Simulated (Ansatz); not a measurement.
The same path of CH4MgN (7 atoms, charge 0, multiplicity 2) was run twice with different band settings. Made: N1–Mg3. The coordinate that changes most is the height of N1 over the plane of its neighbours.

All numbers below come from UKS B3LYP-D4/def2-SVP (Ansatz).

Relaxed end points:

```xyz
7
Properties=species:S:1:pos:R:3
N -0.258 -0.607 -0.756
C 0.379 -0.028 0.395
Mg -0.440 2.020 1.090
H -1.246 -0.808 -0.614
H -0.165 -0.042 -1.598
H 1.451 0.148 0.207
H 0.278 -0.684 1.275
```

```xyz
7
Properties=species:S:1:pos:R:3
N -0.561 -0.074 -0.553
C 0.521 0.020 0.499
Mg -0.597 1.809 0.737
H -0.997 -0.997 -0.630
H -0.184 0.137 -1.478
H 1.529 -0.204 0.117
H 0.290 -0.691 1.308
```

Common settings: movable images 7; climbing image yes; spring 5.0 eV/Å²; optimiser quadratic models (default); start path through a guess of the saddle point; end points relaxed.

| run | force threshold | iteration limit |
| --- | --- | --- |
| 1 | 0.03 eV/Å | 16 |
| 2 | 0.2 eV/Å | 18 |

Q: What does each run give, and how far can it be trusted?

A: Run 1: converged after 11 iterations, highest image 0.124 eV above the first end. A vibrational analysis at the climbing image gives one clearly imaginary mode, 508i cm⁻¹: a first-order saddle point.
Run 2: converged after 6 iterations, highest image 0.126 eV above the first end. The threshold of 0.2 eV/Å is loose, so the images may lie well off the minimum-energy path. Another band between the same ends (7 images) ends at a top of the same energy, where a vibrational analysis finds 1 clearly imaginary mode.
